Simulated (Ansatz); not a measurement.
Results of PBEsol in Ansatz (PAW) for diamond-structure Ge.

Numerical settings: plane-wave cutoff 500 eV, 12×12×12 k mesh, Fermi–Dirac smearing 0.05 eV, scalar-relativistic PAW data made under PBE.

Computed at the level's own relaxed cell.

### Question
Estimate the volume per atom and equilibrium lattice constant a that the calculation returns.

### Answer

- volume per atom: 22.86 Å³/atom
- equilibrium lattice constant a: 5.676 Å

The run finds no gap.

Measured, for comparison: equilibrium volume per atom 22.47 Å³/atom, lattice constant a 5.644 Å (static lattice: zero-point anharmonic expansion removed; as tabulated in Mejia-Rodriguez and Trickey (2018), arXiv:1807.09216). Computed (rounded) less measured: equilibrium volume per atom +1.7 %, lattice constant a +0.6 %.

Static lattice: no zero-point or thermal effects.

Ansatz is an electronic-structure program.
